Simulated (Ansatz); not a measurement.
**H₃Si–C, quartet in cc-pVDZ: errors against UCCSDT(Q)**

Geometry: that of the H3Si–C, doublet, kept fixed.

| atom | x (Å) | y (Å) | z (Å) |
| --- | --- | --- | --- |
| Si | -0.0027 | 0.0000 | 0.4927 |
| C | 0.0237 | 0.0000 | -1.3968 |
| H | 0.6305 | -1.2164 | 1.0698 |
| H | 0.6307 | 1.2163 | 1.0698 |
| H | -1.4681 | 0.0001 | 0.7752 |

Basis cc-pVDZ; Ansatz 0.2.0. Only valence electrons are correlated (noble-gas cores frozen), which leaves 11 electrons in 41 orbitals. R marks a restricted (for open shells ROHF) determinant, U an unrestricted one. Active spaces: valence = (11e, 11o) chosen from the atoms' valence shells.

Full CI isn't at hand for all of this; UCCSDT(Q) serves as the reference, and is uncertain by about the last step of the cluster series. The frozen core follows each run's orbitals, which can shift R against U totals by a few meV.

For open shells CISD is restricted-active-space CI with the open shells as a complete middle space.

```
UHF ⟨S²⟩                          : 3.756
T1 diagnostic (RCCSD)             : 0.0213
largest doubles amplitude (RCCSD) : 0.026
T1 diagnostic (UCCSD)             : 0.0193
```

```csv
level,E − E(UCCSDT(Q)) (kJ/mol),share of correlation (%),wall time
RHF,541.9,0.00,–
UHF,536.5,0.99,–
RMP2,119.9,77.87,–
UMP2,119.1,78.02,–
CISD,48.1,91.11,12 s
RCCSD,14.7,97.28,–
UCCSD,14.6,97.31,–
RCCSD(T),3.3,99.39,1.1 s
UCCSD(T),3.2,99.41,0.99 s
BCCD(T),3.2,99.41,1.4 s
RCCSDT,0.6,99.89,–
UCCSDT,0.5,99.91,–
RCCSDT(Q),0.1,99.98,30 s
CASSCF (valence space),383.3,29.27,–
NEVPT2 (valence space),105.1,80.60,9.5 s
MRCISD (valence space),28.4,94.76,–
MRCISD+Q (valence space),5.2,99.04,16 s
```

The correlation energy at UCCSDT(Q), counted from RHF, is -5.616 eV. That run took 26 s on 1 thread of Arm Neoverse V1, shared host.

Times hold each run's SCF and search for its determinant on a shared host, so for small cases they say little of a method's own cost; they ran on 1 thread of Arm Neoverse V1.

Natural occupations of CASSCF (valence space) about the gap: 1.986 1.979 1.976 1.976 1.000 1.000 1.000 0.029 0.019 0.019; effectively unpaired electrons, Σ n²(2−n)², 3.01.
